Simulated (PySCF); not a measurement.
First SCF of a structure search on quartet [P4]+, at a hand-made tetrahedron geometry. PySCF input:

```python
from pyscf import gto, scf, dft
mol = gto.M(atom='''
P      0.784900     0.784900     0.784900
P      0.784900    -0.784900    -0.784900
P     -0.784900     0.784900    -0.784900
P     -0.784900    -0.784900     0.784900''',
    basis={'P': 'def2-TZVP'},
    charge=1, spin=3)
mf = dft.UKS(mol, xc='PBE0')
mf.grids.atom_grid = (50, 194)
aux = {'P': 'def2-universal-JKFIT'}
mf = mf.density_fit(auxbasis=aux)
mf.conv_tol = 1e-08
mf.diis_space = 10
mf.max_cycle = 60
mf.init_guess = 'minao'
mf.verbose = 4
mf.kernel()
```

Excerpt of the output (cycles alone):

```
init E= -1365.57720647573
cycle= 1 E= -1364.45135473841  delta_E= 1.13  |g|= 0.25  |ddm|= 1.89
cycle= 2 E= -1364.44830179825  delta_E= 0.00305  |g|= 0.27  |ddm|= 0.742
cycle= 3 E= -1364.48230933603  delta_E= -0.034  |g|= 0.114  |ddm|= 0.397
cycle= 4 E= -1364.49040910715  delta_E= -0.0081  |g|= 0.0469  |ddm|= 0.153
cycle= 5 E= -1364.49228950548  delta_E= -0.00188  |g|= 0.0119  |ddm|= 0.0811
cycle= 6 E= -1364.49288491863  delta_E= -0.000595  |g|= 0.00975  |ddm|= 0.0691
cycle= 7 E= -1364.49316305603  delta_E= -0.000278  |g|= 0.00748  |ddm|= 0.039
cycle= 8 E= -1364.4936067438  delta_E= -0.000444  |g|= 0.00521  |ddm|= 0.0733
cycle= 9 E= -1364.49402023271  delta_E= -0.000413  |g|= 0.00441  |ddm|= 0.0966
cycle= 10 E= -1364.49420130974  delta_E= -0.000181  |g|= 0.00343  |ddm|= 0.0654
cycle= 11 E= -1364.4942804625  delta_E= -7.92e-05  |g|= 0.0021  |ddm|= 0.0373
cycle= 12 E= -1364.4943315446  delta_E= -5.11e-05  |g|= 0.00161  |ddm|= 0.0288
cycle= 13 E= -1364.49439172155  delta_E= -6.02e-05  |g|= 0.00141  |ddm|= 0.0397
... 11 lines left out ...
cycle= 25 E= -1364.49457581523  delta_E= -1.55e-07  |g|= 7.82e-05  |ddm|= 0.00236
cycle= 26 E= -1364.49457605312  delta_E= -2.38e-07  |g|= 5.52e-05  |ddm|= 0.00416
cycle= 27 E= -1364.49457615881  delta_E= -1.06e-07  |g|= 4.03e-05  |ddm|= 0.00313
cycle= 28 E= -1364.49457619687  delta_E= -3.81e-08  |g|= 3.05e-05  |ddm|= 0.00181
cycle= 29 E= -1364.49457622356  delta_E= -2.67e-08  |g|= 2e-05  |ddm|= 0.00126
cycle= 30 E= -1364.49457623432  delta_E= -1.08e-08  |g|= 1.78e-05  |ddm|= 0.000776
cycle= 31 E= -1364.49457624521  delta_E= -1.09e-08  |g|= 1.33e-05  |ddm|= 0.000804
cycle= 32 E= -1364.49457625261  delta_E= -7.4e-09  |g|= 7.63e-06  |ddm|= 0.000908
Extra cycle  E= -1364.49457625295  delta_E= -3.37e-10  |g|= 9.42e-06  |ddm|= 5.9e-05
converged SCF energy = -1364.49457625295  <S^2> = 3.773441  2S+1 = 4.0117034
```

No lower solution of this spin was found from smeared starts or by a stability analysis within the unrestricted form.

The search for the lowest solution, 3 starts and the stability check together, took 30 s on 4 threads of a shared Arm Neoverse V1 host, with 148 basis functions; the process peaked at 0.64 GiB. Launch command: `OMP_NUM_THREADS=4 python axn.py task.json out`.
